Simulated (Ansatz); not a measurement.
```xyz
3

N     0.0005    0.0008   -0.4564
O    -0.0004    1.0620    0.1994
O    -0.0006   -1.0616    0.1991
```

RHF on singlet NO2(-) was run in several spherical basis sets with Ansatz (development build ahead of 0.2.0). Caution: no diffuse functions for an anion.

**Question.** Rank the basis sets by the total energy that they give, lowest first, with the distance from the lowest.
A. cc-pVDZ
B. def2-TZVP
C. cc-pVTZ

**Answer.** B (0.00 eV), C (0.45 eV), A (2.44 eV).

Totals follow the description of the cores as much as that of the bonds, so this order isn't one of quality for chemistry.
